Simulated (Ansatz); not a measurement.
Hematite (α-Fe2O3), treated with B3LYP (VWN-RPA form) (plane waves, PAW; Ansatz, an electronic-structure program).

Run with plane-wave cutoff 460 eV, 6×6×6 k mesh, Fermi–Dirac smearing 0.01 eV, spin-polarised with opposed moments, scalar-relativistic PAW data made under PBE.

Cell (measured lattice):

```
Fe2O3
1.0
    2.51700    -1.45319    -4.58400
   -2.51700    -1.45319    -4.58400
    0.00000     2.90638    -4.58400
Fe O
4 6
Direct
  0.85638   0.85638   0.85638
  0.35638   0.35638   0.35638
  0.14362   0.14362   0.14362
  0.64362   0.64362   0.64362
  0.44045   0.05955   0.75000
  0.05955   0.75000   0.44045
  0.55955   0.94045   0.25000
  0.25000   0.55955   0.94045
  0.94045   0.25000   0.55955
  0.75000   0.44045   0.05955
```
Starting moments (μB, in the order of the record's atoms Fe Fe Fe Fe O O O O O O): 5.0 -5.0 5.0 -5.0 0.0 0.0 0.0 0.0 0.0 0.0.

Give the computed band gap, smallest direct gap on the k points sampled, direct gap at Γ and magnetic moment (largest site, within a sphere).


* **band gap**: 3.39 eV
* **smallest direct gap on the k points sampled**: 3.40 eV
* **direct gap at Γ**: 3.98 eV
* **magnetic moment (largest site, within a sphere)**: 3.83 μB

Measured, for comparison: band gap 2.6 eV (temperature not stated, no zero-point or thermal correction, photoemission and inverse photoemission; as tabulated in Parkinson (2016), arXiv:1602.06774). Computed (rounded) less measured: band gap +0.79 eV.

Note: cell and atoms aren't relaxed at this level (largest force component 0.16 eV/Å, pressure 4.7 GPa).

Moments are spin moments.

The computed numbers hold no vibrational or temperature effects.
